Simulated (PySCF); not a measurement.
Work out the structure from these simulated measurements.

Formula: C3H2FO2; charge -1.

- 13C NMR: chemical shifts (computed TMS as zero) by class: 179.2 (1 C), 161.5 (1 C), 88.2 (1 C) ppm [GIAO PBE0/pcSseg-1]
- Rotational structure: rotational constants A, B, C: 5.781, 3.634, 2.231 GHz [PBE0-D3(BJ)/def2-SVP]
- Couplings: largest of the computed one-bond spin–spin couplings (means over like bonds): 19F–13C -374.7, 13C–1H +178.2, 13C–1H +156.6, 13C–13C +88.2, 13C–13C +62.7, 17O–13C +28.1, 17O–13C +28.0 Hz [B3LYP/pcJ-1]
- 1H NMR: chemical shifts (computed TMS as zero) by class: 5.06 (1 H), 3.89 (1 H) ppm [GIAO PBE0/pcSseg-1]
- NMR, other nuclei: isotropic shieldings of nuclei other than C and H, by class: 4 (1 O), 17 (1 O), 277 (1 F) ppm [GIAO PBE0/pcSseg-1]

The electronic properties come from PySCF, for the isolated species, density fitting. Levels stand in brackets. The structure is a single PBE0-D3(BJ)/def2-SVP conformer in the gas phase; no vibrational or solvent corrections. The geometry's basis has no diffuse functions, a weakness for an anion. No diffuse functions stand in pcJ-1 and pcSseg-1, which bears on an anion's orbital energies. Each NMR value is the plain mean over a class of atoms that symmetry, rotation or inversion makes alike.

Problem. Give a SMILES that accounts for the data.

Solution. Numbering: `[CH2:1]=[C:2]([F:3])[C:4](=[O:5])[O-:6]`. 3 carbons fall into 3 classes; from least to most shielded: vinylic C–F carbon [C2] (179.2 ppm), carboxylate carbon [C4] (161.5 ppm), terminal =CH2 carbon [C1] (88.2 ppm). Hydrogen classes from least to most shielded: 1 H on a terminal =CH2 carbon, C1 (5.06 ppm), 1 H on a terminal =CH2 carbon, C1 (3.89 ppm). The other shieldings belong to: 4 ppm, carboxylate oxygen [O5]; 17 ppm, carboxylate oxygen [O6]; 277 ppm, vinyl fluorine [F3]. The couplings run between: -374.7 Hz, vinyl fluorine [F3] and vinylic C–F carbon [C2]; +178.2 Hz, terminal =CH2 carbon [C1] and its hydrogen; +156.6 Hz, terminal =CH2 carbon [C1] and its hydrogen; +88.2 Hz, terminal =CH2 carbon [C1] and vinylic C–F carbon [C2]; +62.7 Hz, vinylic C–F carbon [C2] and carboxylate carbon [C4]; +28.1 Hz, carboxylate oxygen [O5] and carboxylate carbon [C4]; +28.0 Hz, carboxylate oxygen [O6] and carboxylate carbon [C4]. The optimised geometry has point group Cs and is an asymmetric top. Structure: `C(=C)(C([O-])=O)F`. Computed isomers that give other values at the same levels: `O=C([O-])/C=C/F` (rotational constant A: 10.875 GHz; this holds for the one conformer computed). The assignments are read from this structure; whether some other isomer fits the data as well wasn't checked.

Shape of the structure used: `[CH2:1]=[C:2]([F:3])[C:4](=[O:5])[O-:6]`: C1–C2–C4–O5 180°.
